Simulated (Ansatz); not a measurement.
# C₂H₆N₂: a ladder of functionals and wavefunction methods

How much do the methods differ for C₂H₆N₂? The plan is to run it at one geometry with functionals of several rungs and with coupled cluster, and see how far each lands from CCSD(T) at the basis-set limit for the atomisation energy.

The runs use Ansatz 0.2.0, Gaussian basis; functionals in def2-TZVPP, the program's frozen cores in correlated methods.

The runs, in order: LDA (SPW92), PBE-D4, revPBE-D4, BLYP-D4, r2SCAN-D4, B97M-V, PBE0-D4, B3LYP-D4, r2SCANh-D4, r2SCAN0-D4, HSE06-D4, BHLYP-D4, CAM-B3LYP-D4, LC-ωPBE, ωB97X-V, ωB97M-V, B2PLYP, PBE-QIDH; CCSD(T)/def2-SVP; CCSD(T)/def2-TZVPP; MP2/def2-QZVPP; extrapolation to the limit; RPA on PBE.

## 1. The relaxed structure

The geometry comes from an earlier relaxation with PBE0-D4 in a triple-zeta def2 set; it is a stationary point, not always the lowest conformer.

SMILES `N=CCN`, 10 atoms, charge 0, spin multiplicity 1.

Atoms are counted from 1 here; the program's logs count them from 0.

Bond lengths: N1–C2 1.263 Å, N1–H5 1.018 Å, C2–C3 1.501 Å, C2–H6 1.100 Å, C3–N4 1.442 Å, C3–H7 1.098 Å, C3–H8 1.098 Å, N4–H9 1.014 Å, N4–H10 1.014 Å. Angles: C2–N1–H5 111.2°, N1–C2–C3 121.6°, N1–C2–H6 123.3°, C3–C2–H6 115.1°, C2–C3–N4 116.8°, C2–C3–H7 107.8°, C2–C3–H8 107.8°, N4–C3–H7 109.6°, N4–C3–H8 109.6°, H7–C3–H8 104.6°, C3–N4–H9 109.0°, C3–N4–H10 109.0°, H9–N4–H10 104.6°.

As a file:

```xyz
10

N    -1.0490    0.9623   -0.7101
C    -0.9364   -0.0633    0.0187
C     0.4072   -0.5951    0.4259
N     1.5627    0.1229   -0.0515
H    -2.0273    1.1818   -0.8881
H    -1.7987   -0.6300    0.4002
H     0.4312   -0.6429    1.5225
H     0.4655   -1.6424    0.1015
H     1.4982    1.0896    0.2481
H     1.5299    0.1660   -1.0641
```

## 2. LDA

This LDA is Slater exchange with PW92 correlation.

in.yaml

```yaml
crystal:
  periodic: [false, false, false]
  atoms:
    - {symbol: N, position_ang: [-1.048995, 0.962270, -0.710130]}
    - {symbol: C, position_ang: [-0.936409, -0.063282, 0.018719]}
    - {symbol: C, position_ang: [0.407170, -0.595116, 0.425932]}
    - {symbol: N, position_ang: [1.562665, 0.122906, -0.051457]}
    - {symbol: H, position_ang: [-2.027332, 1.181787, -0.888127]}
    - {symbol: H, position_ang: [-1.798729, -0.630009, 0.400154]}
    - {symbol: H, position_ang: [0.431183, -0.642858, 1.522495]}
    - {symbol: H, position_ang: [0.465457, -1.642378, 0.101502]}
    - {symbol: H, position_ang: [1.498241, 1.089556, 0.248069]}
    - {symbol: H, position_ang: [1.529946, 0.166023, -1.064056]}
basis:
  gaussian: {orbitals: def2-TZVPP}
hamiltonian: {xc: lda}
output: {orbitals: {seedname: orbitals}}
```

On the command line:

```bash
ansatz run in.yaml --threads 2 --pin off --events-out ev --progress --plain --max-ram 4352MiB
```

Further steps of the session: PBE-D4 (GGA); revPBE-D4 (GGA); BLYP-D4 (GGA); r2SCAN-D4 (meta-GGA); B97M-V (meta-GGA); B3LYP-D4 (hybrid); r2SCANh-D4 (hybrid); r2SCAN0-D4 (hybrid); HSE06-D4 (hybrid); BHLYP-D4 (hybrid); CAM-B3LYP-D4 (range-separated); LC-ωPBE (range-separated); ωB97X-V (range-separated); ωB97M-V (range-separated); B2PLYP (double hybrid); PBE-QIDH (double hybrid); CCSD(T) in def2-SVP; CCSD(T) in def2-TZVPP; MP2 in def2-QZVPP; RPA on PBE orbitals.

Q: Predict the results of all the runs planned. Wanted: atomisation energy, CCSD(T)/CBS; farthest beyond LDA; mean size of error, GGA; mean size of error, meta-GGA; mean size of error, hybrid; mean size of error, range-separated; mean size of error, double hybrid; gap, smallest and largest; T1 diagnostic.

**Answer**, as computed:

```
                               quantity                                      value
        atomisation energy, CCSD(T)/CBS                              3787.0 kJ/mol
 functionals within 18.9 kJ/mol (0.5 %)                 r2SCAN-D4, B97M-V, LC-ωPBE
                    farthest beyond LDA                     PBE-D4 (+126.3 kJ/mol)
                mean size of error, GGA                                65.8 kJ/mol
           mean size of error, meta-GGA                                 6.1 kJ/mol
             mean size of error, hybrid                                53.4 kJ/mol
    mean size of error, range-separated                                21.1 kJ/mol
      mean size of error, double hybrid                                27.9 kJ/mol
              gap, smallest and largest  4.16 eV (LDA (SPW92)), 12.26 eV (LC-ωPBE)
                          T1 diagnostic                                     0.0111
triples share of the correlation energy                                      4.0 %
```

The LDA atomisation energy is off by 603.9 kJ/mol (16 %): it overbinds. PBE-D4 misses by +126.3 kJ/mol. Double hybrids carry the basis error of their MP2 part in triple zeta, and no dispersion term here, so their miss is partly the set-up's. Taken by rung, meta-GGA functionals do best (6.1 kJ/mol on average) and GGA ones worst beyond LDA (65.8 kJ/mol). Misses under about 18.9 kJ/mol are within the doubt on the reference itself, which lacks core-valence correlation, relativity and higher excitations. Hartree-Fock recovers 69 % of the binding; the rest is correlation. CCSD(T) in def2-SVP is off by -215.1 kJ/mol, worse than the median functional, from the basis alone. The gap grows from 4.2 to 12.3 eV across the functionals, mostly with the share of exact exchange.
